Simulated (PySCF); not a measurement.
Potential energy of NO⁺ along the bond

Set-up: N 6-31G(d,p), O 6-31G(d,p); no relativity (PySCF 2.14). Energies in eV from N + O⁺ in their ground configurations at the same level. State: ¹Σ⁺ (singlet), closed shell.

All columns are BLYP. A positive dipole points towards O; it is taken about the centre of mass and depends on that origin.

```csv
R (Å),E (eV),μ (D),Mulliken charge on N (basis-dependent),HOMO (eV),LUMO (eV),Mayer bond order,⟨S²⟩
0.921,-8.333,-0.06,0.59,-23.19,-12.47,2.74,0.00
0.964,-10.016,-0.15,0.61,-23.19,-13.18,2.71,0.00
1.007,-11.013,-0.24,0.63,-23.17,-13.82,2.70,0.00
1.039,-11.420,-0.30,0.64,-23.14,-14.25,2.68,0.00
1.071,-11.601,-0.37,0.65,-23.11,-14.65,2.68,0.00
1.103,-11.606,-0.43,0.66,-23.07,-15.01,2.67,0.00
1.146,-11.406,-0.52,0.68,-23.00,-15.45,2.67,0.00
1.200,-10.924,-0.62,0.69,-22.90,-15.91,2.67,0.00
1.264,-10.139,-0.74,0.70,-22.76,-16.38,2.68,0.00
1.349,-8.932,-0.89,0.71,-22.22,-16.85,2.70,0.00
```

A fit through these points gives, at Re = 1.088 Å, μ = -0.40 D and dμ/dR = -2.02 D/Å; the reduced mass is 7.466 u.

Q: How strong is the fundamental in the double-harmonic approximation, I = 42.26·(dμ/dR)²/μred km/mol?

A: I = 42.26·(-2.02)²/7.466 = 23.1 km/mol at BLYP.

For an ion De counts to the pair picked by the measured ionisation energies or electron affinities, which need not be the lowest pair at this level.
